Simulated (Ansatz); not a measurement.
A calculation with Ansatz (development build ahead of 0.2.0).

```yaml
crystal:
  periodic: [false, false, false]
  atoms:
    - { symbol: P, position_ang: [0.0, 0.0, -0.71737] }
    - { symbol: O, position_ang: [0.0, 0.0, 0.71737] }
basis:
  gaussian: { orbitals: def2-SVP }
total_charge: 1
hamiltonian:
  xc: hf
correlation:
  method: ccsd_t
  frozen_orbitals: { O: 1, P: 5 }
scf:
  omitted_lower_state_checks: [stability, starts, atomic_configurations, cluster_reference, orbital_swaps, given_window_search, neighbouring_geometries, increment]
```

The input is written out in the form of the current development build from the run's settings.

The run gave:

| Quantity | Value |
| --- | --- |
| Converged | yes |
| Reference energy | -415.09468 hartree |
| Correlation energy | -0.31417 hartree |
| Total energy | -415.40885 hartree |
